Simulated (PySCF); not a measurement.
Species: C5H9P.
Cartesian coordinates in Å at the GFN2-xTB level; atoms count from 1:
```
atom  x, y, z in Å
C1     2.9588    0.0409    0.2678
C2     1.7393    0.5486    0.3449
P3     0.3216   -0.2417    1.1606
C4    -0.7829   -0.3082   -0.3116
C5    -1.7881    0.7950   -0.4911
C6    -2.2466   -0.5704   -0.1010
H7     3.7745    0.5784   -0.1893
H8     3.1934   -0.9342    0.6645
H9     1.5281    1.5413   -0.0382
H10    0.7987   -1.5537    1.0370
H11   -0.3246   -0.7148   -1.2079
H12   -1.8280    1.5726    0.2585
H13   -1.9883    1.1445   -1.4933
H14   -2.5959   -0.7182    0.9105
H15   -2.7643   -1.1720   -0.8332
```

Level of theory: TDDFT PBE0/def2-SVPD, vertical, gas phase, core orbitals frozen in the response in PySCF 2.14.0, density-fitted response routines.

Ground-to-excited transition dipoles (e·a0, same axes as the geometry; the sign carries no meaning), for the states with f of 0.002 or more among the lowest 6:

```tsv
state	E (eV)	μx	μy	μz
S1	5.620	-1.114	-0.147	0.244
S2	6.337	-0.442	0.123	-0.153
S3	6.428	-0.211	0.229	-0.136
S4	6.881	-0.878	0.073	-0.038
S5	6.933	0.080	-0.325	-0.016
S6	7.087	0.022	-0.067	-0.184
```

Work out the oscillator strengths.

f = (2/3) ΔE |μ|² with ΔE in hartree (27.2114 eV).

```
state  |μ|² (au)  |μ| (D)      f
   S1      1.321     2.92  0.182
   S2      0.234     1.23  0.036
   S3      0.116     0.86  0.018
   S4      0.778     2.24  0.131
   S5      0.112     0.85  0.019
   S6      0.039     0.50  0.007
```

Which bond between heavy atoms lies closest to the direction of the S1 transition dipole?

C4–C6, at 5° from it; next C2–P3 at 25°.

What angle do the transition dipoles of S3 and S4 make?

|cos θ| = |μa·μb| / (|μa| |μb|) = 0.69, so θ ≈ 46° (taken between 0 and 90°, since the signs are arbitrary).

What peak molar absorption coefficient would the strongest computed level give as a lone Gaussian band 0.4 eV wide at half height?

ε(max) = 2.175×10⁸ f / FWHM, with the width in cm⁻¹. S1: 2.175×10⁸ × 0.1819 / 3226 ≈ 12000 L mol⁻¹ cm⁻¹.

One conformer stands for the species.
